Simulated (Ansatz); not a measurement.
**Scan of SiH₃⁺, triplet**

Starting geometry (PBE0/def2-TZVP stationary point for this spin, not checked as a minimum):

```yaml
atoms:
  - { symbol: Si, position_ang: [0.0000, 0.0677, -0.0787] }
  - { symbol: H, position_ang: [0.0000, -1.2255, -0.8234] }
  - { symbol: H, position_ang: [0.4393, -0.3298, 1.5083] }
  - { symbol: H, position_ang: [-0.4393, -0.3298, 1.5083] }
```

From there H2 moves along the line of the two atoms named below, all else staying in place; atoms are numbered as listed. Energies are in eV, counted from the starting geometry at the same level. Kohn–Sham curves are unrestricted where that lies lower.

Basis cc-pVDZ; Ansatz 0.2.0. Correlated methods freeze the noble-gas cores.

Full CI is exact within this basis and frozen core; it isn't the basis-set limit.

| distance Si1-H2 (Å) | B97M-V |
| --- | --- |
| 1.211 | 1.088 |
| 1.333 | 0.308 |
| 1.492 | 0.000 |
| 1.644 | 0.103 |
| 1.834 | 0.464 |
| 2.073 | 0.961 |
| 2.352 | 1.357 |
| 2.713 | 1.605 |
| 3.363 | 1.757 |
| 3.963 | 1.829 |
| 5.098 | 1.873 |

Question: Estimate the full CI curve in cc-pVDZ from this one, knowing how B97M-V errs.

Answer: The computed full CI values, in eV from the starting point, and the error of B97M-V against them:
```json
{"distance Si1-H2 (Å)": "1.211", "full CI": "1.087", "B97M-V less full CI": "0.002"}
{"distance Si1-H2 (Å)": "1.333", "full CI": "0.293", "B97M-V less full CI": "0.015"}
{"distance Si1-H2 (Å)": "1.492", "full CI": "0.000", "B97M-V less full CI": "0.000"}
{"distance Si1-H2 (Å)": "1.644", "full CI": "0.138", "B97M-V less full CI": "-0.035"}
{"distance Si1-H2 (Å)": "1.834", "full CI": "0.537", "B97M-V less full CI": "-0.073"}
{"distance Si1-H2 (Å)": "2.073", "full CI": "1.053", "B97M-V less full CI": "-0.092"}
{"distance Si1-H2 (Å)": "2.352", "full CI": "1.433", "B97M-V less full CI": "-0.076"}
{"distance Si1-H2 (Å)": "2.713", "full CI": "1.619", "B97M-V less full CI": "-0.014"}
{"distance Si1-H2 (Å)": "3.363", "full CI": "1.695", "B97M-V less full CI": "0.062"}
{"distance Si1-H2 (Å)": "3.963", "full CI": "1.714", "B97M-V less full CI": "0.114"}
{"distance Si1-H2 (Å)": "5.098", "full CI": "1.723", "B97M-V less full CI": "0.149"}
```

The error spans 0.241 eV and is largest, 0.149 eV, at 5.098 Å.

In so small a basis the reference is far from its limit while semilocal and hybrid functionals are nearer theirs, so the functionals' errors here hold much of the reference's basis and frozen-core error, which can add to them or hide them.
